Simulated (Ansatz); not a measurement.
Results of PBEsol (Ansatz, an electronic-structure program, plane waves, PAW) for BiSeBr (Pnma, No. 62; cell taken from a computed entry).

Settings: plane-wave cutoff 520 eV, 4×8×4 k mesh (along the axes of the cell as run), Fermi–Dirac smearing 0.01 eV, scalar-relativistic PAW data made under PBE.

Cell (relaxed with PBEsol):

```yaml
crystal:
  lattice:
    - [8.02204, 0.00000, 0.00000]
    - [0.00000, 4.06814, 0.00000]
    - [0.00000, 0.00000, 10.86727]
  atoms:
    - { symbol: Bi, position: [0.86908, 0.25000, 0.13045] }
    - { symbol: Bi, position: [0.13092, 0.75000, 0.86955] }
    - { symbol: Bi, position: [0.63092, 0.75000, 0.63045] }
    - { symbol: Bi, position: [0.36908, 0.25000, 0.36955] }
    - { symbol: Se, position: [0.30919, 0.75000, 0.54477] }
    - { symbol: Se, position: [0.69081, 0.25000, 0.45523] }
    - { symbol: Se, position: [0.19081, 0.25000, 0.04477] }
    - { symbol: Se, position: [0.80919, 0.75000, 0.95523] }
    - { symbol: Br, position: [0.03184, 0.75000, 0.30176] }
    - { symbol: Br, position: [0.96816, 0.25000, 0.69824] }
    - { symbol: Br, position: [0.46816, 0.25000, 0.80176] }
    - { symbol: Br, position: [0.53184, 0.75000, 0.19824] }
```

Estimate the band gap, smallest direct gap on the k points sampled and Γ–Γ gap that the calculation returns.


- band gap = 1.52 eV
- smallest direct gap on the k points sampled = 1.56 eV
- Γ–Γ gap = 1.76 eV

Measured, for comparison: band gap 1.5 eV (temperature not stated, the source names no phase, not corrected to a static lattice, literature value quoted in the introduction; as tabulated in Shi et al. (2016), doi:10.1103/physrevb.93.104108).

Note: this cell isn't known to be the ambient phase, and symmetry holds it in the calculation.

Spin–orbit coupling is not included; with these elements it can move the gap by several tenths of an eV or more.

The computed numbers hold no vibrational or temperature effects.
